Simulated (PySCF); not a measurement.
B3LYP has the VWN-RPA correlation part, as in Gaussian. Delta-SCF ions had no search for a lower state. Excitations are Tamm–Dancoff values on a coarser integration grid. The basis has no diffuse functions, so Rydberg states are missing or too high.

**CS$_{2}$, SMILES `S=C=S` (charge 0, multiplicity 1)**

Computed with PySCF with B3LYP-D3(BJ)/def2-TZVP.

```
Quantity                                                                  Result
------------------------------------------------  ------------------------------
HOMO                                                                    -7.58 eV
dipole moment                                                             0.00 D
LUMO                                                                    -2.16 eV
HOMO–LUMO gap                                                            5.42 eV
S1 excitation (TDA)                                                      3.93 eV
S1 oscillator strength                                                     0.000
T1 excitation (TDA)                                                      3.28 eV
S1–T1 gap (TDA)                                                          0.65 eV
vertical ionisation energy (Delta-SCF)                                  10.05 eV
adiabatic ionisation energy (no zero-point term)                        10.05 eV
hole reorganisation energy (four-point)                                 0.000 eV
total energy                                                        -22709.85 eV
cost                                              around 40 core-seconds (rough)
```

Bonds (Å): S1–C2 1.553, C2–S3 1.553. Angles (°): S1–C2–S3 180.0.
Charge 0, spin multiplicity 1.
